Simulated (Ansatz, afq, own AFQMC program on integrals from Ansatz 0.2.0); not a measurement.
# Where AFQMC and coupled cluster stand for As, quartet

A free As atom.

Basis def2-SVP. Only valence electrons are correlated. AFQMC by an in-house program on the Cholesky factors that Ansatz 0.2.0 writes for its CCSD(T) run. The CISD trial takes its coefficients from CCSD amplitudes. Released means that phaseless walkers are propagated on without the constraint, phases kept. Free AFQMC starts from the CCSD state and is never constrained. Its projection time is finite, and what remains of the start isn't in its error. Error bars are statistical, one sigma. No spin–orbit coupling.

Determinant: UHF, the one that the program's search chose, which needn't be the lowest solution.

Full CI on the same integrals is exact in this basis and with this determinant's frozen core.

Cautions: no relativity below Rb; no spin-orbit coupling; inner d shell frozen.

* T1 diagnostic: 0.0027
* weight of the determinant in the CISD state: 0.952
* ⟨S²⟩ of the determinant: 3.751
* size of the correlated space: 5 electrons in 18 orbitals

Reference: full CI, correlation energy -1.971 eV. The released energy is read at 1.50 1/Eh (meV from the phaseless value at times in 1/Eh: -0.3 ± 0.3 at 0.24, -0.7 ± 0.3 at 0.50, -1.36 ± 0.23 at 1.00, -1.32 ± 0.24 at 1.50).

```
         level  E − E(reference) (kJ/mol)  share of correlation (%)
            HF                      190.2                      0.00
           MP2                       42.2                     77.81
          CCSD                        3.3                     98.27
       CCSD(T)                        0.8                     99.59
         CCSDT                        0.2                     99.89
      CCSDT(Q)                        0.1                     99.97
        CCSDTQ                        0.0                    100.00
   ph-AFQMC/HF                 -2.3 ± 1.1                    101.22
 ph-AFQMC/CISD                 0.1 ± 0.04                     99.95
released AFQMC                 0.0 ± 0.02                    100.01
    free AFQMC                 0.0 ± 0.03                    100.00
```

CCSDT and higher add their correlation energy to the determinant of the CCSD(T) run, since their own runs factorise the integrals more tightly (a shift of under 2 meV). Free projections are given only where their last times agree within the noise and don't stop above the reference; a slow remainder of the start can still hide under it. A walk keeps the symmetry of its determinant, which the program's search chose and which needn't be the lowest solution, so a lower state of the same spin and another symmetry isn't excluded. Released energies are given only where the last usable release times agree within the noise; a slower fall can still hide under it.
